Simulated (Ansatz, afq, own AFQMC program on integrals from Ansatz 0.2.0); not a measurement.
AFQMC on a folder of integrals that Ansatz 0.2.0 wrote.

```yaml
crystal:
  periodic: [false, false, false]
  atoms:
    - {symbol: B, position_ang: [0.000000, 0.000000, 1.153245]}
    - {symbol: N, position_ang: [0.000000, 0.000000, -0.080303]}
    - {symbol: H, position_ang: [0.000000, 0.000000, -1.072942]}
basis:
  gaussian: {orbitals: cc-pVDZ}
magnetization: {spin_polarized: true, initial_magnetization: 1}
correlation: {method: ccsd_t, electrons: outside_noble_gas, hamiltonian_folder: ham}
```

```sh
$ ansatz run in.yaml --threads 1 --pin off --events-out ev --progress --plain --max-ram 1843MiB
```

Options of the walk:

```
--method phaseless --trial hf --walkers 120 --populations 1 --least-time 40 --time-step 0.005 --steps-per-block 20 --equilibration-blocks 112 --max-blocks 600 --target-error 0.00108 --factor-cut 1e-05 --start spin_pure --seed 4279 --taylor-order 6
```

Times are imaginary, in 1/Eh. The walk had a cap of 678 s.

Output of the walk:

```
orbitals 31  electrons 5 4  factors 230 of 313
reference energy -79.65654827 Eh
CCSD correlation -0.23271039 Eh in 12 cycles, weight of the determinant in the CISD state 0.8915
energy of the start -79.659508 Eh
 block  time / (1/Eh)  mean weight  energy / Eh
     1     0.100  1.0012  -79.719909
     2     0.200  1.0023  -79.756566
     3     0.300  1.0018  -79.784183
     4     0.400  0.9997  -79.811990
     5     0.500  1.0008  -79.812567
    10     1.000  1.0010  -79.874843
    52     5.200  1.0025  -79.979975
    86     8.600  1.0012  -79.923493
   171    17.100  1.0008  -79.876955
   256    25.600  1.0020  -79.887369
   341    34.100  1.0000  -79.886022
   426    42.600  1.0012  -79.914546
   443    44.300  1.0004  -79.870146
   511    51.100  1.0009  -79.883555
   596    59.600  0.9995  -79.919766
   681    68.100  1.0019  -79.890506
   698    69.800  1.0005  -79.919327
blocks merged  error / Eh  count
     1  0.001069  600
     2  0.001425  300
     4  0.001871  150
     8  0.002348  75
    16  0.002729  37
    32  0.003149  18
    64  0.003661  9
energy -79.901982 +/- 0.003149 Eh
(rows thinned)
```

The run passed its tests (sampling time, drift between the halves within three errors, error under three times the target), which doesn't prove that it has relaxed.

Against this walk (error 85.7 meV) on the same determinant: CCSD(T) 104.5 meV higher (within the noise), CCSDT(Q) 53.5 meV higher (within the noise), a separate phaseless walk with a CISD trial and standard settings 98.7 ± 87.0 meV higher (within the noise). The error is statistical and leaves out the bias of the constraint.

Cautions: constraint bias not in the error; error above the target (85.7 against 29.4 meV); unrestricted determinant slightly spin contaminated (⟨S²⟩ 0.85 against 0.75).

The walk took 2.7 min on 1 thread of Arm Neoverse V2 (shared host). The log's last line is the phaseless energy.

CCSDT and higher add their correlation energy to the determinant of the CCSD(T) run, since their own runs factorise the integrals more tightly (a shift of under 2 meV). A walk keeps the symmetry of its determinant, which the program's search chose and which needn't be the lowest solution, so a lower state of the same spin and another symmetry isn't excluded.
